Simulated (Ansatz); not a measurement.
H3Si–GeH, triplet: reading a ladder of total energies

Geometry: displaced at random from a stationary point.

```yaml
atoms:
  - { symbol: Si, position_ang: [0.0019, -0.0309, 1.6663] }
  - { symbol: Ge, position_ang: [0.0011, 0.0297, -0.7096] }
  - { symbol: H, position_ang: [1.2599, -0.6799, 2.1314] }
  - { symbol: H, position_ang: [-0.0537, 1.3597, 2.1056] }
  - { symbol: H, position_ang: [-1.3069, -0.7265, 2.1097] }
  - { symbol: H, position_ang: [-0.0324, -1.2300, -1.6360] }
```

Basis cc-pVDZ; Ansatz 0.2.0. Correlated methods freeze the noble-gas cores and the filled d shells of p-block atoms, which leaves 12 electrons in 46 orbitals. Prefix R: restricted or restricted open-shell reference; prefix U: unrestricted. No spin–orbit coupling is included, and no scalar relativity.

Full CI isn't at hand for all of this; UCCSDT(Q) serves as the reference, and is uncertain by about the last step of the cluster series.

Runs differ by some tens of microhartree through their thresholds and, for an open shell, their frozen cores, so steps under 0.03 kcal/mol mean nothing.

```json
{"level": "UHF", "total energy (hartree)": "-2366.538445"}
{"level": "UMP2", "total energy (hartree)": "-2366.705412"}
{"level": "UCCSD", "total energy (hartree)": "-2366.747548"}
{"level": "UCCSD(T)", "total energy (hartree)": "-2366.752731"}
{"level": "UCCSDT", "total energy (hartree)": "-2366.753905"}
{"level": "UCCSDT(Q)", "total energy (hartree)": "-2366.754115"}
```

Task: What is the correlation energy at UCCSDT(Q), and what share of it do UMP2 and UCCSDT recover?

Result: E(corr) = -2366.754115 − (-2366.538445) = -0.215670 hartree = -5.869 eV. UMP2: -0.166967 / -0.215670 = 77.42 %. UCCSDT: -0.215460 / -0.215670 = 99.90 %.

Task: By how many kcal/mol does UCCSD(T) miss UCCSDT(Q) (1 hartree = 627.509 kcal/mol), and which steps make up the rest?

Result: -2366.752731 − (-2366.754115) = 0.001384 hartree = 0.87 kcal/mol. Steps: UCCSDT − UCCSD(T) = -0.74, UCCSDT(Q) − UCCSDT = -0.13 kcal/mol. Differences between like states or geometries often cancel part of this.
